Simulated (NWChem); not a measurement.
# Basis-set dependence for ethylene (C2H4)

SMILES: C=C
```xyz
6

C      0.0000     0.0000     0.6703
C      0.0000     0.0000    -0.6703
H      0.9374     0.0000     1.2507
H     -0.9374     0.0000     1.2507
H     -0.9374     0.0000    -1.2507
H      0.9374     0.0000    -1.2507
```
Charge 0, spin multiplicity 1.

All runs are NWChem calculations. The geometry was optimised at PBE/def2-SVP, a minimum by its harmonic frequencies.

Hartree-Fock energies in Ha, correlation energies in mHa.

The correlated methods keep 2 core orbitals frozen. Coupled-cluster values serve here as a point of comparison, not as the truth.

| basis | functions | RHF | MP2 | SCS-MP2 | CCSD | CCSD+T(CCSD) | CCSD(T) | CR-CCSD[T] | CR-CCSD(T) |
|---|---|---|---|---|---|---|---|---|---|
| STO-3G | 14 | -77.07068 | -124.7 | -135.6 | -164.1 | -164.8 | -164.8 | not run | not run |
| def2-SVP | 48 | -77.97646 | -275.7 | -279.4 | -305.7 | -316.2 | -315.8 | -314.2 | -313.9 |
| def2-TZVP | 86 | -78.06254 | -325.1 | -329.5 | -351.5 | -366.6 | -366.1 | -363.7 | -363.4 |

From def2-SVP to def2-TZVP the Hartree-Fock energy moves by -86.1 mHa and the MP2 correlation energy by -49.4 mHa, which is 15 % of its value in the larger set.
